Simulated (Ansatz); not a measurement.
## H₃Si–Si, doublet: vertical spin and charge gaps

Geometry (PBE0/def2-TZVP stationary point for this spin, not checked as a minimum):

```xyz
5

Si    0.0051    0.0000    1.0965
Si    0.0071    0.0000   -1.2715
H     0.5687    1.2062    1.7682
H    -1.4762    0.0000    1.3384
H     0.5687   -1.2062    1.7682
```

Basis cc-pVDZ; Ansatz 0.2.0. Correlated methods freeze the noble-gas cores. R marks a restricted (for open shells ROHF) determinant, U an unrestricted one.

Gaps are energies of the second state less the first, at fixed atoms, for a selection of the levels run; each method lands on the state that its own search finds for that charge and spin.

Unrestricted rows (U, and Kohn–Sham where it breaks symmetry) aren't spin-pure: their determinants' ⟨S²⟩ exceeds S(S+1) by up to 0.22, so they mix in states of higher spin. For open shells CISD is restricted-active-space CI with the open shells as a complete middle space. A value is left out where its run failed or describes another state than the reference as far as symmetry and spin tell, or, spin-broken singlets apart, can't be checked.

Removing an electron, to the triplet: 8.668 eV at UCCSDT(Q).

```tsv
level	gap (eV)	error (meV)	⟨S²⟩ where 0.1 over S(S+1) (first / second)
RHF	7.934	-734	– / –
UHF	7.951	-717	0.97 / –
RMP2	8.569	-99	– / –
RCCSD	8.652	-16	– / –
RCCSD(T)	8.669	1	– / –
RCCSDT	8.667	-1	– / –
UCCSDT	8.667	-1	0.95 / –
RCCSDT(Q)	8.669	1	– / –
B2PLYP	8.755	87	– / –
RPA-PBE	8.856	188	– / –
```

Quartet less doublet: 0.928 eV at UCCSDT(Q).

```tsv
level	gap (eV)	error (meV)	⟨S²⟩ where 0.1 over S(S+1) (first / second)
RHF	0.381	-547	– / –
UHF	0.478	-450	0.97 / –
RMP2	0.798	-130	– / –
UMP2	0.699	-229	0.95 / –
CISD	0.789	-139	– / –
RCCSD	0.921	-7	– / –
UCCSD	0.918	-10	0.95 / –
RCCSD(T)	0.929	1	– / –
UCCSD(T)	0.926	-2	0.95 / –
BCCD(T)	0.928	0	– / –
RCCSDT	0.928	0	– / –
UCCSDT	0.928	0	0.95 / –
RCCSDT(Q)	0.928	0	– / –
PBE	1.036	108	– / –
r2SCAN	0.839	-89	– / –
PBE0	0.989	61	– / –
B3LYP	1.222	294	– / –
wB97M-V	1.263	335	– / –
B2PLYP	1.119	191	– / –
RPA-PBE	1.143	215	– / –
```

In so small a basis the reference is far from its limit while semilocal and hybrid functionals are nearer theirs (RPA and double hybrids share much of the reference's basis error), so the functionals' errors here hold much of the reference's basis and frozen-core error, which can add to them or hide them.

Full CI isn't at hand for all of this; UCCSDT(Q) serves as the reference, and is uncertain by about the last step of the cluster series. The frozen core follows each run's orbitals, which can shift R against U totals by a few meV.
